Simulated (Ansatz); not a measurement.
## Worked example: H₂Si–Ge⁺, quartet against H2Si–Ge, triplet

Geometry (PBE0/def2-TZVP stationary point of a triplet), kept for both states (H2Si–Ge, triplet: A2; H2Si–Ge⁺, quartet: A2):

```xyz
4

Si    0.0000    0.0000    1.6381
Ge    0.0000    0.0000   -0.7039
H     0.0000    1.1919    2.5412
H     0.0000   -1.1919    2.5412
```

Basis cc-pVDZ; Ansatz 0.2.0. Correlated methods freeze the noble-gas cores and the filled d shells of p-block atoms. R marks a restricted (for open shells ROHF) determinant, U an unrestricted one. No spin–orbit coupling is included, and no scalar relativity.

Full CI isn't at hand for all of this; UCCSDT(Q) serves as the reference, and is uncertain by about the last step of the cluster series.

```json
{"level": "UHF", "E(H2Si–Ge, triplet) (hartree)": "-2365.367978", "E(H2Si–Ge⁺, quartet) (hartree)": "-2365.071977"}
{"level": "UMP2", "E(H2Si–Ge, triplet) (hartree)": "-2365.511640", "E(H2Si–Ge⁺, quartet) (hartree)": "-2365.194345"}
{"level": "UCCSD(T)", "E(H2Si–Ge, triplet) (hartree)": "-2365.554443", "E(H2Si–Ge⁺, quartet) (hartree)": "-2365.233226"}
{"level": "PBE", "E(H2Si–Ge, triplet) (hartree)": "-2367.114693", "E(H2Si–Ge⁺, quartet) (hartree)": "-2366.782386"}
{"level": "B3LYP", "E(H2Si–Ge, triplet) (hartree)": "-2367.648653", "E(H2Si–Ge⁺, quartet) (hartree)": "-2367.310963"}
{"level": "UCCSDT(Q)", "E(H2Si–Ge, triplet) (hartree)": "-2365.556148", "E(H2Si–Ge⁺, quartet) (hartree)": "-2365.234980"}
```

**Question.** Give the vertical gap, H2Si–Ge⁺ quartet less H2Si–Ge triplet, at each level in eV (1 hartree = 27.2114 eV), and each error against UCCSDT(Q).

**Answer.** UCCSDT(Q): (-2365.234980 − (-2365.556148)) × 27.2114 = 8.739 eV (the reference)
B3LYP: (-2367.310963 − (-2367.648653)) × 27.2114 = 9.189 eV, error 0.450 eV
PBE: (-2366.782386 − (-2367.114693)) × 27.2114 = 9.043 eV, error 0.304 eV
UCCSD(T): (-2365.233226 − (-2365.554443)) × 27.2114 = 8.741 eV, error 0.002 eV
UMP2: (-2365.194345 − (-2365.511640)) × 27.2114 = 8.634 eV, error -0.105 eV
UHF: (-2365.071977 − (-2365.367978)) × 27.2114 = 8.055 eV, error -0.684 eV

Total energies of functionals can't be set beside those of wave-function methods, since they hold the core's correlation and their own absolute errors; only the differences compare.

In so small a basis the reference is far from its limit while semilocal and hybrid functionals are nearer theirs, so the functionals' errors here hold much of the reference's basis and frozen-core error, which can add to them or hide them.

Each level lands on the state that its own search finds. T1 diagnostics of restricted CCSD: 0.019 and 0.032.
